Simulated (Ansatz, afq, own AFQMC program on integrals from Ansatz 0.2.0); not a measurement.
Integrals from Ansatz 0.2.0, then the random walk in our own AFQMC program (afq).

```yaml
crystal:
  periodic: [false, false, false]
  atoms:
    - {symbol: In, position_ang: [0.000000, -0.018790, 0.000553]}
    - {symbol: H, position_ang: [0.000000, 2.333049, -0.068435]}
    - {symbol: H, position_ang: [0.000000, -0.144290, -1.663229]}
    - {symbol: H, position_ang: [0.000000, -0.048336, 1.668675]}
basis:
  gaussian: {orbitals: def2-SVP}
total_charge: 1
magnetization: {spin_polarized: true, initial_magnetization: 1}
correlation: {method: ccsd_t, electrons: outside_noble_gas, hamiltonian_folder: ham}
```

```sh
$ ansatz run in.yaml --threads 1 --pin off --events-out ev --progress --plain --max-ram 16896MiB --backend cuda --devices 0, --max-vram 18GiB
```

Options of the walk:

```
--method free --trial cisd --walkers 4000 --time-step 0.03 --max-blocks 4000 --target-error 0.00028 --factor-cut 1e-05 --seed 9947 --times 0,0.3,0.6,1.2,1.8,2.4,3.6,4.8,6 --taylor-order 8
```

Times are imaginary, in 1/Eh. The walk had a cap of 61 s. Filled inner d shells are frozen with the cores. Core potentials past Kr, no spin–orbit coupling.

```
orbitals 32  electrons 3 2  factors 254 of 492
reference energy -190.58875573 Eh
CCSD correlation -0.06349382 Eh in 11 cycles, weight of the determinant in the CISD state 0.9511
repeat  energy at the last time / Eh  error
    10  -190.653282  0.000021
    20  -190.653289  0.000014
    30  -190.653294  0.000010
time / (1/Eh)  energy / Eh  error  mean overlap
  0.00  -190.652253  0.000002  1.0515
  0.30  -190.652662  0.000004  1.0513
  0.60  -190.652881  0.000004  1.0513
  1.20  -190.653088  0.000004  1.0508
  1.80  -190.653172  0.000005  1.0513
  2.40  -190.653216  0.000007  1.0511
  3.60  -190.653250  0.000007  1.0521
  4.80  -190.653253  0.000008  1.0575
  6.00  -190.653294  0.000010  1.0501
energy -190.653294 +/- 0.000010 Eh
```

Task: Estimate how long the walk took on 1 × NVIDIA H100 80GB HBM3 with 2 threads of AMD EPYC 7R13 Processor (Zen 3), with other jobs on the host (the card was shared).

Result: 20 s of wall time.

The run passed its tests (error under three times the target), which doesn't prove that it has relaxed.

Against this walk (error 0.3 meV) on the same determinant: CCSD(T) 9.2 meV higher, CCSDT(Q) 0.7 meV higher, CCSDTQ 0.4 meV higher (within the noise), full CI 0.4 meV higher (within the noise). The error is statistical, and a free projection of finite length keeps a remainder of its start.

Cautions: remainder of the start not in the error; no spin-orbit coupling; inner d shell frozen.

CCSDT and higher add their correlation energy to the determinant of the CCSD(T) run, since their own runs factorise the integrals more tightly (a shift of under 2 meV). A walk keeps the symmetry of its determinant, which the program's search chose and which needn't be the lowest solution, so a lower state of the same spin and another symmetry isn't excluded.
